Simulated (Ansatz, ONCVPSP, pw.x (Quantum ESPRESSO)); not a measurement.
What a changed setting does to a pw.x run (fcc Al)

Potential: optimised norm-conserving Vanderbilt (ONCV), ONCVPSP 4.0.1.1 (patched build), PBEsol; core [Ne], reference 3s2 3p1; waves: 3s: rc 1.90 bohr, ncon 5, nbas 9, qcut 3.5 1/bohr, local; 3p: rc 2.20 bohr, ncon 4, nbas 9, qcut 4.3 1/bohr, 1 projector; d scattering state at 0.03 Ha: rc 2.46 bohr, ncon 5, nbas 9, qcut 4.7 1/bohr, 2 projectors, debl 3 Ha; local part: the s channel; core correction: none.

The reference run (k-mesh 14³, cutoffs 35/140 Ry, Fermi–Dirac 0.01 Ry, mixing_beta 0.4, conv_thr 1e-9, no spin) gives -0.34 GPa at 16.207 Å³/atom, where all-electron LAPW gives -0.16 GPa. This run, with its own iteration cap, changes smearing to box, a wrong or extreme entry chosen on purpose.

```
&control
  calculation='scf', prefix='x', pseudo_dir='./', outdir='./tmp', tstress=.true., disk_io='none'
/
&system
  ibrav=0, nat=1, ntyp=1, ecutwfc=35, ecutrho=140, nbnd=8,
  occupations='smearing', smearing='box', degauss=0.01
/
&electrons
  conv_thr=1e-09, mixing_beta=0.4, electron_maxstep=70
/
ATOMIC_SPECIES
Al 1.0 Al.UPF
CELL_PARAMETERS angstrom
  0.00000000 2.00858807 2.00858807
  2.00858807 0.00000000 2.00858807
  2.00858807 2.00858807 0.00000000
ATOMIC_POSITIONS crystal
Al 0.0000 0.0000 0.0000
K_POINTS automatic
14 14 14 0 0 0
```

```bash
pw.x < Al.scf.in > Al.scf.out
```

**Question.** How does the run end?

**Answer.** It stops with "set_occupations: smearing box unknown".

```
Error in routine  set_occupations (1):
      smearing box unknown
```

The run took about 0.5 s on one core of a shared host (AMD EPYC 9R45 96-Core Processor, 96 threads, 376 GiB, load 19).
